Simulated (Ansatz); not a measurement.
Process, species as SMILES: [O]Cl (O-Cl) → ClO+ (triplet, bonded as [O]Cl) + e-
B3LYP-D3(BJ)/def2-TZVP geometries, fixed; electronic energies without zero-point terms.

Core correlation in the adiabatic ionisation energy at CCSD(T) with Ansatz (a first-principles code), in eV: frozen core against 1s of Al to Cl frozen alone. Open shells are unrestricted.

| basis | functions, most | frozen core | 1s of Al to Cl frozen alone | core term (second minus first) |
|---|---|---|---|---|
| cc-pV(D+d)Z | 37 | 10.300 | 10.297 | -0.003 |
| cc-pCVDZ | 45 | 10.367 | 10.368 | 0.001 |
| cc-pV(T+d)Z | 69 | 10.581 | 10.573 | -0.008 |
| cc-pwCVTZ | 102 | 10.580 | 10.588 | 0.008 |
| cc-pCVTZ | 102 | 10.585 | 10.591 | 0.007 |
| cc-pV(Q+d)Z | 119 | 10.750 | 10.747 | -0.003 |

The largest core-valence set, cc-pCVTZ, gives a core term of 0.007 eV; the valence set cc-pV(Q+d)Z, which lacks functions for the core, gives -0.003.
